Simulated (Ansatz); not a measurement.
AlFH$_{2}$ (`[F][AlH2]`). The species carries charge 0 and has multiplicity 1. The structure was optimised at the PBE0-D4/def2-TZVP level.

```xyz
4

F     0.500   -0.428    1.452
Al   -0.017    0.014   -0.050
H    -1.522    0.461   -0.185
H     1.039   -0.048   -1.217
```

What is the dipole moment at ωB97M-V/def2-TZVPP? (Best estimate.)

Computed: 1.32 D, with components (-0.41, 0.35, -1.20) D in this frame, pointing from negative to positive charge.

And with PBE, r2SCAN, B3LYP? (An estimate is asked.)

The calculation gave: PBE 1.26 D, r2SCAN 1.27 D, B3LYP 1.35 D.

Give the Mulliken charges with ωB97M-V, B3LYP, PBE in def2-TZVPP. (Best estimate.)

Computed: 
```json
{"atom": "F1", "ωB97M-V": "-0.35", "B3LYP": "-0.36", "PBE": "-0.32"}
{"atom": "Al2", "ωB97M-V": "0.58", "B3LYP": "0.64", "PBE": "0.55"}
{"atom": "H3", "ωB97M-V": "-0.11", "B3LYP": "-0.14", "PBE": "-0.12"}
{"atom": "H4", "ωB97M-V": "-0.11", "B3LYP": "-0.14", "PBE": "-0.12"}
```

B3LYP here is the variant with VWN-RPA as its local correlation; programs differ in this.
